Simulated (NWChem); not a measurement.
Cl anion

Program: NWChem. Sets without diffuse functions describe the anion's extra electron poorly. The highest occupied level is positive in some or all of these runs, so the extra electron may be held by the finite basis. Total energies compare along this basis series because the functional is fixed.

```csv
level,basis functions,energy (Ha),highest occupied level (eV),orbital gap (eV)
PBE/cc-pVDZ,18,-460.0561,1.89,20.53
PBE/aug-cc-pVDZ,27,-460.0882,0.26,6.27
PBE/cc-pVTZ,34,-460.0864,1.13,14.82
PBE/aug-cc-pVTZ,50,-460.1006,0.25,5.64
PBE/cc-pVQZ,59,-460.0965,0.77,11.58
```
